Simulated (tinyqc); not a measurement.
Inside a calculation. Method: G0W0 on RHF in the sto-3g basis, for H2O, spin multiplicity 1. One step of it, computed by the program tinyqc.

Question. Screening: direct RPA. With D = e_a - e_i and K = (ia|jb): diagonalise D^(1/2) (D + 4K) D^(1/2) = Z w^2 Z^T; X + Y = D^(1/2) Z w^(-1/2), each column of Z with its largest component positive (the first on a tie); E_c = (sum w - tr (D + 2K)) / 2.

orbital energies (hartree): MO1 -20.282405, MO2 -1.187991, MO3 -0.503006, MO4 -0.433157, MO5 -0.392147, MO6 0.412993, MO7 0.498569

Two-electron integrals over orbitals (pq|rs), unique and non-zero (hartree):
```
(11|11) 4.747783    (21|11) -0.435873   (21|21) 0.063142    (22|11) 1.032374
(22|21) -0.016337   (22|22) 0.728442    (31|11) 0.024132    (31|21) -0.003200
(31|22) 0.001980    (31|31) 0.011074    (32|11) -0.020142   (32|21) 0.001267
(32|22) -0.000585   (32|31) 0.016812    (32|32) 0.123557    (33|11) 0.754825
(33|21) -0.005112   (33|22) 0.605704    (33|31) -0.000362   (33|32) 0.002776
(33|33) 0.579617    (41|11) 0.153092    (41|21) -0.020850   (41|22) 0.010735
(41|31) 0.001627    (41|32) 0.000181    (41|33) 0.005017    (41|41) 0.021780
(42|11) -0.151381   (42|21) 0.007398    (42|22) -0.036212   (42|31) 0.000112
(42|32) 0.003351    (42|33) 0.000457    (42|41) 0.017625    (42|42) 0.128348
(43|11) 0.023306    (43|21) -0.000751   (43|22) 0.010335    (43|31) -0.002389
(43|32) 0.026782    (43|33) 0.011210    (43|41) -0.001308   (43|42) -0.013389
(43|43) 0.060661    (44|11) 0.886620    (44|21) -0.010021   (44|22) 0.644267
(44|31) -0.000120   (44|32) -0.015739   (44|33) 0.549610    (44|41) -0.007022
(44|42) -0.079628   (44|43) 0.002641    (44|44) 0.654672    (51|51) 0.025929
(52|51) 0.033646    (52|52) 0.153805    (53|51) -0.001748   (53|52) -0.006517
(53|53) 0.026231    (54|51) -0.010975   (54|52) -0.041775   (54|53) 0.002972
(54|54) 0.043683    (55|11) 1.115367    (55|21) -0.012384   (55|22) 0.760377
(55|31) 0.000683    (55|32) -0.010682   (55|33) 0.593702    (55|41) 0.004340
(55|42) -0.082790   (55|43) 0.013403    (55|44) 0.662416    (55|55) 0.880159
(61|11) 0.167044    (61|21) -0.025612   (61|22) 0.002306    (61|31) 0.003138
(61|32) 0.002508    (61|33) -0.000887   (61|41) -0.005096   (61|42) -0.020707
(61|43) 0.001163    (61|44) 0.013221    (61|55) 0.004619    (61|61) 0.023250
(62|11) -0.231045   (62|21) 0.005416    (62|22) -0.118022   (62|31) 0.001615
(62|32) 0.012304    (62|33) -0.062381   (62|41) -0.018054   (62|42) -0.040741
(62|43) -0.004435   (62|44) -0.045885   (62|55) -0.124304   (62|61) 0.012729
(62|62) 0.090579    (63|11) 0.063393    (63|21) -0.001269   (63|22) 0.032161
(63|31) -0.002605   (63|32) 0.026978    (63|33) 0.024999    (63|41) 0.000575
(63|42) -0.013753   (63|43) 0.038865    (63|44) 0.009905    (63|55) 0.036263
(63|61) -0.000083   (63|62) -0.015471   (63|63) 0.071458    (64|11) -0.298549
(64|21) 0.004281    (64|22) -0.147441   (64|31) -0.001570   (64|32) -0.011366
(64|33) -0.057231   (64|41) -0.000090   (64|42) 0.060229    (64|43) -0.020488
(64|44) -0.127708   (64|55) -0.168765   (64|61) -0.003329   (64|62) 0.052253
(64|63) -0.037210   (64|64) 0.122490    (65|51) -0.011101   (65|52) -0.044348
(65|53) 0.005432    (65|54) -0.009672   (65|65) 0.032149    (66|11) 0.780504
(66|21) -0.007778   (66|22) 0.586850    (66|31) -0.001258   (66|32) -0.030329
(66|33) 0.535280    (66|41) 0.015287    (66|42) 0.039097    (66|43) -0.028688
(66|44) 0.548955    (66|55) 0.576358    (66|61) -0.008844   (66|62) -0.085472
(66|63) -0.018266   (66|64) -0.050240   (66|66) 0.592152    (71|11) -0.046866
(71|21) 0.007350    (71|22) -0.000120   (71|31) 0.013493    (71|32) 0.020749
(71|33) -0.001161   (71|41) -0.000519   (71|42) 0.002965    (71|43) -0.003279
(71|44) -0.002711   (71|55) -0.001266   (71|61) -0.001732   (71|62) 0.001669
(71|63) -0.003051   (71|64) -0.001181   (71|66) -0.001951   (71|71) 0.018588
(72|11) 0.066760    (72|21) -0.001440   (72|22) 0.034155    (72|31) 0.015215
(72|32) 0.058346    (72|33) 0.008928    (72|41) 0.002768    (72|42) 0.000683
(72|43) -0.027422   (72|44) 0.020506    (72|55) 0.035312    (72|61) 0.001707
(72|62) -0.006026   (72|63) -0.023205   (72|64) -0.016237   (72|66) 0.023011
(72|71) 0.018467    (72|72) 0.072131    (73|11) 0.367983    (73|21) -0.006741
(73|22) 0.172447    (73|31) -0.000282   (73|32) -0.024887   (73|33) 0.086635
(73|41) -0.000195   (73|42) -0.075766   (73|43) -0.003167   (73|44) 0.128237
(73|55) 0.204771    (73|61) 0.004870    (73|62) -0.057456   (73|63) 0.007690
(73|64) -0.106828   (73|66) 0.059880    (73|71) -0.001878   (73|72) 0.021380
(73|73) 0.166419    (74|11) 0.027899    (74|21) -0.000335   (74|22) 0.011383
(74|31) -0.007376   (74|32) -0.066721   (74|33) 0.000743    (74|41) 0.000974
(74|42) 0.001419    (74|43) -0.018881   (74|44) 0.020059    (74|55) 0.015185
(74|61) -0.002272   (74|62) -0.011373   (74|63) -0.050586   (74|64) 0.008220
(74|66) 0.034267    (74|71) -0.009409   (74|72) -0.013767   (74|73) 0.028346
(74|74) 0.068316    (75|51) 0.003094    (75|52) 0.012437    (75|53) 0.023034
(75|54) -0.000711   (75|65) -0.002017   (75|75) 0.025317    (76|11) 0.003267
(76|21) -0.000134   (76|22) -0.002782   (76|31) -0.006155   (76|32) -0.068986
(76|33) -0.004956   (76|41) -0.002414   (76|42) -0.007609   (76|43) -0.059701
(76|44) 0.015605    (76|55) 0.002042    (76|61) 0.000922    (76|62) 0.007469
(76|63) -0.051283   (76|64) 0.020847    (76|66) 0.035387    (76|71) -0.007918
(76|72) 0.001658    (76|73) 0.026974    (76|74) 0.050681    (76|76) 0.089927
(77|11) 0.812406    (77|21) -0.008416   (77|22) 0.598830    (77|31) 0.004014
(77|32) 0.035275    (77|33) 0.572135    (77|41) 0.003939    (77|42) -0.016884
(77|43) 0.031907    (77|44) 0.550956    (77|55) 0.595275    (77|61) 0.002939
(77|62) -0.054711   (77|63) 0.045013    (77|64) -0.065190   (77|66) 0.521964
(77|71) 0.003657    (77|72) 0.014930    (77|73) 0.077913    (77|74) -0.025075
(77|76) -0.038137   (77|77) 0.599548
```

Give: D^(1/2) (D + 4K) D^(1/2); excitation energies w; X + Y; RPA correlation energy.

Answer.

D^(1/2) (D + 4K) D^(1/2) (hartree^2), lower triangle:
```
         1>6      1>7     2>6     2>7     3>6     3>7    4>6    4>7
1>6  430.224
1>7   -0.144  433.394
2>6    0.293    0.038   3.143
2>7    0.040    0.437  -0.040   3.331
3>6   -0.001   -0.053  -0.075  -0.115   1.101
3>7    0.089   -0.034  -0.291   0.111   0.029   1.670
4>6   -0.056   -0.020   0.243  -0.078  -0.131  -0.393  1.131
4>7   -0.040   -0.166  -0.056  -0.069  -0.187   0.110  0.029  1.123
5>6    0.000    0.000   0.000   0.000   0.000   0.000  0.000  0.000
5>7    0.000    0.000   0.000   0.000   0.000   0.000  0.000  0.000

        5>6    5>7
5>6   0.752
5>7  -0.007  0.884
```

excitation energies w (hartree): 0.867  0.932  0.940  0.955  1.156  1.334  1.794  1.839  20.742  20.818

X + Y:
```
         1       2       3       4       5       6       7       8
1>6  0.000   0.000   0.000   0.000   0.000  -0.002  -0.002   0.001
1>7  0.000   0.001   0.000   0.001   0.001   0.001  -0.002  -0.003
2>6  0.000  -0.021   0.000   0.048  -0.025   0.289   0.815  -0.400
2>7  0.000   0.055   0.000   0.060  -0.014  -0.074   0.445   0.847
3>6  0.000   0.554   0.000   0.477  -0.591   0.064  -0.044  -0.016
3>7  0.000   0.316   0.000  -0.337   0.116   0.742  -0.122   0.113
4>6  0.000   0.708   0.000  -0.395   0.223  -0.337   0.081  -0.069
4>7  0.000   0.202   0.000   0.680   0.619   0.072  -0.028  -0.006
5>6  0.962   0.000  -0.048   0.000   0.000   0.000   0.000   0.000
5>7  0.052   0.000   0.972   0.000   0.000   0.000   0.000   0.000

         9      10
1>6  0.998  -0.045
1>7  0.045   0.998
2>6  0.000   0.000
2>7  0.000   0.000
3>6  0.000   0.000
3>7  0.000   0.000
4>6  0.000   0.000
4>7  0.000   0.000
5>6  0.000   0.000
5>7  0.000   0.000
```

RPA correlation energy = -0.07956 hartree
